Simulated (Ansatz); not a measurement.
Results of revPBE (Ansatz, a first-principles code, PAW) for corundum (α-Al2O3).

Numerical settings: plane-wave cutoff 520 eV, 8×8×8 k mesh, Fermi–Dirac smearing 0.01 eV, scalar-relativistic PAW data made under PBE.

Properties against volume:

Shape and atoms are relaxed at each volume.

| V (Å³/atom) | P (GPa) | direct gap at Γ (eV) | c (Å) | a (Å) |
|---|---|---|---|---|
| 8.551 | 9.78 | 6.213 | 13.009 | 4.772 |
| 8.729 | 4.64 | 5.965 | 13.105 | 4.803 |
| 8.907 | -0.01 | 5.726 | 13.201 | 4.835 |
| 9.085 | -4.22 | 5.495 | 13.295 | 4.865 |
| 9.263 | -8.02 | 5.271 | 13.387 | 4.896 |

A straight line through the gaps at Γ against ln V gives a volume deformation potential dE_g(Γ)/d ln V of -11.8 eV: the gap at Γ widens under compression.

Note: the bulk modulus comes from volumes at which shape and atoms were relaxed.
